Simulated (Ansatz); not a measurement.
Active spaces for CH4, singlet

Calculated in Ansatz's Gaussian-basis code. Basis cc-pVDZ, nonrelativistic, 1 orbital frozen in the corrections. State-specific CASSCF; RHF is the lowest restricted (open-shell) Hartree–Fock solution met. Solutions may break the symmetry of the shape. The lowest solution met needn't be the lowest there is, nor hold the orbitals that a chemist would pick.

Geometry:

```xyz
5

C     0.0000    0.0000    0.0000
H     0.5833    0.5833    0.5833
H     0.5833   -0.5833   -0.5833
H    -0.5833    0.5833   -0.5833
H    -0.5833   -0.5833    0.5833
```

**Question.** What do CASSCF and its corrections give against RHF in CAS(8,8), and what are the occupations?

**Answer.** CASSCF -1.987 eV, SC-NEVPT2 -4.222 eV; occupations 1.99, 1.98, 1.98, 1.98, 0.02, 0.02, 0.02, 0.02.
